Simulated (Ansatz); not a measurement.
CH₂O₂, charge +1, doublet, geometry from GFN2-xTB of the parent state (a state made from the parent by changing its charge; the spin is typed, not shown lowest); BLYP/def2-SV(P) in Ansatz (a first-principles code).

The Ansatz input:
Ansatz 0.2 input:
```yaml
crystal:
  periodic: [false, false, false]
  atoms:
    - {symbol: O, position_ang: [0.88165186, -0.79800338, -0.04541124]}
    - {symbol: C, position_ang: [-0.44999146, -0.19581427, 0.20339102]}
    - {symbol: O, position_ang: [-0.57442091, 1.06337156, -0.05525830]}
    - {symbol: H, position_ang: [1.43328073, -0.02488347, -0.20621193]}
    - {symbol: H, position_ang: [-1.19117966, -0.92317640, -0.20877782]}
basis:
  gaussian:
    orbitals: def2-SV_P_.json
hamiltonian:
  xc: blyp
total_charge: 1
magnetization: {spin_polarized: true, initial_magnetization: 1}
```
The basis file holds def2-SV(P) in the JSON format of the Basis Set Exchange.

The log (banner, timings and long lists left out):

```
Functional definition: BLYP
544 factors; their error is unknown
mean field evaluation 1: about -5135.3963 eV, gradient 5.5e1 eV
mean field evaluation 2: about -5057.5710 eV, gradient 1.2e2 eV
mean field evaluation 4: about -5144.2072 eV, gradient 2.2e1 eV
mean field evaluation 8: about -5146.4404 eV, gradient 1.9e-1 eV
mean field evaluation 16: about -5146.4182 eV, gradient 1.2e-3 eV
mean field evaluation 32: about -5146.3703 eV, gradient 3.0e0 eV
mean field -5146.41820570 eV, -189.1273806918 hartree, gradient 4.4e-5 eV, S^2 0.756341; 3 other end points of the search recorded, 0 dependent functions left out
reference -5146.41839490 eV, -189.1273876450 hartree; 12, 11 occupied and 34, 35 virtual orbitals, 544 factors
Total energy: -5146.41839490 eV, -189.1273876450 hartree
```
